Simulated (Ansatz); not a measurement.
`CC(C)C(C)C` → 6 C• + 14 H•  (atomization)

Calculated with Ansatz (gas phase, PBE0-D4/def2-TZVP geometries, no zero-point term in ΔE). CCSD(T)/CBS adds triple-zeta CCSD(T) − MP2 to the extrapolated MP2 energy (def2 sets, frozen cores). This one scheme is used for every species, atoms too. DFT in def2-TZVPP. B3LYP here is the variant with VWN-RPA as its local correlation; programs differ in this. No spin–orbit coupling; open shells (•) take unrestricted orbitals. Spin–orbit coupling would lower the free atoms: a little for C. One conformer a species, not always the lowest.

`CC(C)C(C)C`:

```xyz
20

C     0.891    1.578    0.899
C     0.750    0.439   -0.102
C     1.491   -0.796    0.393
C    -0.722    0.173   -0.463
C    -0.852   -0.729   -1.683
C    -1.544   -0.380    0.694
H     0.373    2.477    0.555
H     0.479    1.307    1.875
H     1.942    1.834    1.052
H     1.234    0.763   -1.033
H     1.427   -1.627   -0.313
H     2.550   -0.572    0.540
H     1.096   -1.139    1.353
H    -1.147    1.149   -0.733
H    -0.498   -1.742   -1.473
H    -1.895   -0.809   -1.999
H    -0.276   -0.342   -2.528
H    -1.489    0.255    1.581
H    -2.597   -0.457    0.411
H    -1.210   -1.382    0.976
```

(1) What is ΔE at CCSD(T)/CBS? (An estimate is asked.)

(2) What do these levels give: r2SCAN-D4, B3LYP-D4, B2PLYP, BLYP, r2SCAN, B3LYP, r2SCAN0, MP2/def2-SVP, CCSD/def2-SVP, CCSD/def2-TZVPP, MP2/CBS(def2), CCSD/CBS(def2)? (Best estimate.)

Largest T1 diagnostic among the species: 0.009.

Answers

(1) The calculation gave: +7913.0 kJ/mol.

(2) Ansatz gave: r2SCAN-D4 7924.0, B3LYP-D4 7918.6, B2PLYP 7837.0, BLYP 7769.5, r2SCAN 7912.7, B3LYP 7853.4, r2SCAN0 7859.4, MP2/def2-SVP 7661.6, CCSD/def2-SVP 7583.2, CCSD/def2-TZVPP 7673.7, MP2/CBS(def2) 7966.6, CCSD/CBS(def2) 7828.2 kJ/mol.

In def2-TZVPP, CCSD(T) changes the Hartree–Fock value by +1722.0 kJ/mol (the triples alone add +84.8 kJ/mol) and MP2 by +1775.5 kJ/mol; breaking electron pairs costs correlation energy, which Hartree–Fock lacks. From r2SCAN to r2SCAN0 (25 % exact exchange), in def2-TZVPP and without D4, ΔE moves by −53.3 kJ/mol: exact exchange takes away binding that semilocal exchange gives to molecules.

For atomizations the MP2-based limit and the directly extrapolated one differ by several kJ/mol either way, and by 10 to 25 for some Ge, Se and Sn compounds, so smaller differences from it don't rank the levels.
